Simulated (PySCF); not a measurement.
Neopentyl mercaptan, C5H12S.
Structure used (PBE0-D3(BJ)/def2-SVP), in Å, numbered top down from 1:
```xyz
18
C5H12S angstrom
C     -0.5736    0.9131   -1.2902
C     -0.2999   -0.1581   -0.2349
C     -0.5379    0.4157    1.1620
C     -1.2294   -1.3541   -0.4598
C      1.1428   -0.6773   -0.3650
S      2.4852    0.5341   -0.1535
H      0.1261    1.7555   -1.1816
H     -1.6000    1.3006   -1.1967
H     -0.4582    0.5057   -2.3077
H     -0.3167   -0.3289    1.9445
H      0.0925    1.3003    1.3396
H     -1.5877    0.7253    1.2814
H     -2.2846   -1.0470   -0.3888
H     -1.0582   -2.1425    0.2907
H     -1.0762   -1.7972   -1.4569
H      1.2993   -1.0741   -1.3811
H      1.3123   -1.5161    0.3285
H      2.4017    0.6492    1.1883
```

The closed-shell ground state was solved at several levels (PySCF, density fitting, gas phase, non-relativistic).

```tsv
level	basis functions	total energy (Eh)	HOMO (eV)	LUMO (eV)	gap (eV)	dipole (D)
wB97X-D/def2-SVPD	223	-595.6422	-8.67	1.92	10.59	1.71
B97-2/pcSseg-1	169	-595.8693	-6.52	0.64	7.16	1.69
```

Q: Estimate the row for PBE0/pcSseg-1, a basis of 169 functions; the other rows only guide the guess.

A: Total energy -595.5265 Eh, HOMO -6.77 eV, LUMO 0.65 eV, gap 7.42 eV, dipole 1.70 D.

Q: Over all these levels, which gives the widest orbital gap and which the narrowest?

A: wB97X-D/def2-SVPD (range-separated hybrid) has the widest, 10.59 eV, and B97-2/pcSseg-1 (global hybrid, 21 % exact exchange) the narrowest, 7.16 eV. Functional and basis both differ between the two, so the spread mixes both effects.

Q: How far do the dipole and the HOMO energy spread over the levels?

A: The dipole runs from 1.69 to 1.71 D (mean 1.70 D) and the HOMO from -8.67 to -6.52 eV.

One conformer stands for the species.

The pairwise dispersion term of wB97X-D wasn't added to the energies; at a given geometry it leaves orbitals and properties as they are.
